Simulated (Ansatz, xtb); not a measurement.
**Two conformers of H4N2O2**

Structure a is `ONNO`, a singlet and structure b is `ONNO`, a singlet. Both are isolated molecules in the gas phase, relaxed with PBE0-D3(BJ)/def2-SVP.

a (Å):

```xyz
8

N     1.2697   -1.0654    1.7903
N     0.0838   -1.5729    1.3593
O     1.8741   -0.2580    0.7693
O    -0.7467   -0.6059    0.7862
H     2.6766   -0.7447    0.5499
H     1.0532   -0.3874    2.5221
H     0.2813   -2.2823    0.6506
H    -0.1836   -0.1412    0.1436
```

b (Å):

```xyz
8

N     1.0147   -1.5577    0.1762
N     0.2683   -0.4245    0.3948
O     1.2639   -1.6913   -1.1991
O    -1.1068   -0.6473    0.1584
H     2.1619   -1.3539   -1.2965
H     0.4443   -2.3845    0.3824
H     0.3227   -0.2315    1.3941
H    -1.2475   -0.2628   -0.7148
```

Estimate E(b) − E(a) at the level CCSD(T)/def2-TZVP.

Calculated at CCSD(T)/def2-TZVP: E(b) − E(a) = +4.79 kJ/mol, so structure a lies lower.

How the difference moves with the method:

| level | geometry | E(b) − E(a) (kJ/mol) | departure from the last row (kJ/mol) | job, with rough time for the two |
| --- | --- | --- | --- | --- |
| PBE0-D3(BJ)/def2-SVP | PBE0-D3(BJ)/def2-SVP | +5.65 | +0.87 | optimisation, 22 s |
| HF/def2-TZVP | PBE0-D3(BJ)/def2-SVP | −0.83 | −5.61 | part of the CCSD(T) run |
| MP2/def2-TZVP | PBE0-D3(BJ)/def2-SVP | +5.49 | +0.70 | part of the CCSD(T) run |
| CCSD(T)/def2-TZVP | PBE0-D3(BJ)/def2-SVP | +4.79 |  | single point, 81 s |

HF/def2-TZVP finds them nearly level. The largest departure from CCSD(T)/def2-TZVP is that of HF/def2-TZVP, 5.61 kJ/mol. Levels run at GFN2-xTB geometries aren't shown.

With harmonic frequencies from PBE0-D3(BJ)/def2-SVP (ideal gas, rigid rotor, one conformer each, 298.15 K, 1 atm): the zero-point term adds −1.06 kJ/mol; ΔH is +4.48 and ΔG +2.84 kJ/mol.

The correlated steps freeze 4 core orbitals. Run with Ansatz 0.2.0; the last row on 1 thread of Arm Neoverse V2 on a shared host.
